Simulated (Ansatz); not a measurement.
The same path of H5NOSi (8 atoms, charge 0, multiplicity 1) was run twice with different band settings. Lost on the way: Si1–H4. Made: O2–H4.

Theory: Ansatz 0.2.0, RKS PBE/6-31G*.

Relaxed end points:

```xyz
8
Properties=species:S:1:pos:R:3
Si 0.303 -0.150 0.061
O 0.392 -0.083 1.743
H -0.450 0.153 2.176
H 1.732 -0.334 -0.326
H -0.307 1.112 -0.483
N -0.625 -1.412 -0.686
H -0.377 -2.391 -0.541
H -1.631 -1.306 -0.810
```

```xyz
8
Properties=species:S:1:pos:R:3
Si 0.236 0.131 -0.838
O 0.797 0.068 1.271
H 0.218 -0.753 1.253
H 1.718 -0.272 1.280
H -0.846 1.156 -0.449
N -0.766 -1.305 -0.366
H -1.775 -1.233 -0.216
H -0.544 -2.202 -0.802
```

Common settings: spring 5.0 eV/Å²; optimiser quadratic models (default); start path through a guess of the saddle point; force threshold 0.05 eV/Å; iteration limit 60; end points relaxed.

| run | movable images | climbing image |
| --- | --- | --- |
| 1 | 5 | yes |
| 2 | 4 | no |

Task: What does each run give, and how far can it be trusted?

Result: Run 1: converged after 48 iterations, highest image 2.926 eV above the first end. The profile has 2 maxima (images 1, 4) with wells between them (image 3): this band takes more than one step, which may be the mechanism or a detour left from its start path. Neighbouring images differ by up to 2.9 eV, so the band resolves the path poorly. A vibrational analysis at the climbing image gives one clearly imaginary mode, 1240i cm⁻¹: a first-order saddle point.
Run 2: converged after 55 iterations, highest image 2.185 eV above the first end. The profile has 2 maxima (images 2, 4) with wells between them (image 3): this band takes more than one step, which may be the mechanism or a detour left from its start path. Neighbouring images differ by up to 2.1 eV, so the band resolves the path poorly. No image climbed, so the highest image needn't sit at the top of the path.
The orbitals stay closed-shell, which can raise the energy where a bond breaks towards radicals; this wasn't checked here.
